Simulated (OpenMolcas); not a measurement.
**Converging the basis set for BCl (SMILES [B]Cl)**

The species is BCl (2 atoms), meant as a singlet with charge 0. As SMILES, `[B]Cl`. The coordinates come from a GFN2-xTB relaxation.

```xyz
2

B     0.0000    0.0000    0.0000
Cl    0.0000    0.0000    1.5785
```

Program: OpenMolcas 26.06. Method: B97-D (no dispersion term) (population LoProp). Swept: basis set. Watched: the HOMO energy. Each run: energy and properties. Hardware: 1 thread of Arm Neoverse V2, shared host.

The last row is the best point of the sweep, not the limit.

| basis set | basis functions | value (eV) | from the best (eV) | wall time |
| --- | --- | --- | --- | --- |
| ANO-S-MB | 14 | -7.0485 | -1.2313 | 6.6 s |
| ANO-S-VDZ | 22 | -5.8914 | -0.0743 | 7.2 s |
| ANO-S-VDZP | 32 | -5.7427 | +0.0745 | 7.8 s |
| ANO-S-VTZP | 50 | -5.8172 | 0.0000 | 9.6 s |

(1) Which is the coarsest setting good to 0.1 eV?

## Answers

(1) ANO-S-VDZ: it is 0.0743 eV off and takes 7.2 s, against 9.6 s for ANO-S-VTZP.
